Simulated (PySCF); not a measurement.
Potential energy curve for Li2, singlet.

- RKS-wB97X-V = restricted wB97X-V/cc-pVDZ run with PySCF 2.14.0
- UKS-PBE = unrestricted PBE/cc-pVDZ run with PySCF
- UCCSD(T) = CCSD(T) on UHF/cc-pVDZ run with PySCF

Energies relative to the lowest point of each curve near equilibrium, in kJ/mol:

```
R / Å  RKS-wB97X-V  UKS-PBE
-----  -----------  -------
2.08          50.9     48.4
2.20          31.0     29.7
2.33          16.0     15.6
2.46           6.6      6.6
2.60           1.3      1.5
2.65           0.4      0.6
2.83           0.8      0.5
2.88           1.7      1.2
4.07          66.7     47.3
4.91         118.7     70.4
7.37         216.1     83.2
8.27         235.2     83.4
```

Task: What does UCCSD(T) give at the same points?

Result: 2.08: 40.2; 2.20: 24.4; 2.33: 12.6; 2.46: 5.1; 2.60: 0.9; 2.65: 0.2; 2.83: 0.9; 2.88: 1.7; 4.07: 53.4; 4.91: 79.6; 7.37: 94.2; 8.27: 94.6 (kJ/mol).

The restricted form behind RKS-wB97X-V keeps the bonding electrons paired and can't separate into open-shell fragments. The unrestricted determinant behind UKS-PBE is spin-contaminated at 3.41 to 8.27 Å (<S²> up to 1.0, against 0.00 for a pure singlet). The unrestricted determinant behind UCCSD(T) is spin-contaminated at 2.08 to 8.27 Å (<S²> up to 1.0, against 0.00 for a pure singlet).
